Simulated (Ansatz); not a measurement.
Reaction: C2H2O (SMILES C=C=O) → C2HO (SMILES [CH]=C=O, doublet) + H (doublet) (the C-H bond breaks)
Each species at its own B3LYP-D3(BJ)/def2-TZVP minimum (Ansatz, a first-principles code).

Property: bond dissociation energy (electronic), in kcal/mol. Open shells are spin-unrestricted; no spin-orbit coupling. CBS(X,Y): correlation extrapolated as X^-3, Hartree-Fock from the larger set. A bracket is a step between two methods taken in the basis named. The functionals are non-relativistic, so their misses hold any scalar relativity. '+ core + X2C': CCSD(T) terms for core correlation (cc-pwCVTZ) and scalar relativity (cc-pVTZ-DK). For partners of very few electrons the exact lower level stands in for a higher one. The UHF reference of C2HO ([CH]=C=O, doublet) is spin-contaminated (<S^2> up to 0.07 over the pure value in the sets run).

CCSD(T)/CBS(cc-pVTZ,cc-pVQZ) + [CCSDT(Q) - CCSD(T)]/cc-pVDZ + core + X2C (Ansatz) gives 112.8 kcal/mol.

**Question.** What does PBE/def2-TZVPD (Ansatz) give here, and how do the other levels compare?

**Answer.** PBE gives 107.9 kcal/mol, 4.9 kcal/mol below it. Differences of the others: r2SCAN/def2-TZVPD (Ansatz) -5.5; B3LYP/def2-TZVPD (Ansatz) -3.0; PBE0/def2-TZVPD (Ansatz) -3.5; wB97M-V/def2-TZVPD (Ansatz) -0.4; CCSD(T)/CBS(cc-pVTZ,cc-pVQZ) + core + X2C (Ansatz) 0.5 kcal/mol.
